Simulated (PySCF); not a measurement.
Input of a run (PBE0-D3(BJ)/def2-SVP geometry optimisation, gas phase (PySCF 2.14.0)), started from GFN2-xTB:
```
{"job": {"xc": "PBE0", "basis": "def2-SVP", "d3": "d3bj", "grid": 1, "kind": "geom"}, "charge": -1, "multiplicity": 1}
B      0.003770     0.000750    -0.006690
H     -0.782840    -0.819510    -0.473570
H      0.165780    -0.221240     1.191120
H     -0.450420     1.132380    -0.156220
H      1.080950    -0.086680    -0.589010
```

Output (energies in Eh, forces in Eh/bohr):
```
step   0  E = -27.17949708  max force = 0.008829
step   1  E = -27.18031495  max force = 0.000817
step   2  E = -27.18032247  max force = 0.000045
optimisation converged
```

Question: Summarise the run.

Answer: The energy falls by 2.2 kJ/mol over 3 energy and gradient evaluations, the largest force component goes from 0.0088 to 4.5e-05 Eh/bohr, and the atoms move by 0.021 Å rms after alignment. Among the bonds, B1–H2, B1–H4 and B1–H5 change most and about equally (+0.024 to +0.025 Å). Bonds longer at the end by more than 0.005 Å: 4 of 4; shorter: 0. The energy never rose by more than 1e-6 Eh on the way. The first step brought 99 % of the lowering.

Question: What are the final bond lengths?

Answer: B1–H2 1.252 Å, B1–H3 1.252 Å, B1–H4 1.252 Å, B1–H5 1.252 Å. Numbering counts from 1 in the input's order; the species is `[BH4-]`.

The run used 34 basis functions and 15 SCF cycles in all. The run took under 1 s of CPU time (one thread, shared machine).

PBE0-D3(BJ)/def2-SVP frequencies: not computed here. The geometry's basis has no diffuse functions, a weakness for an anion.
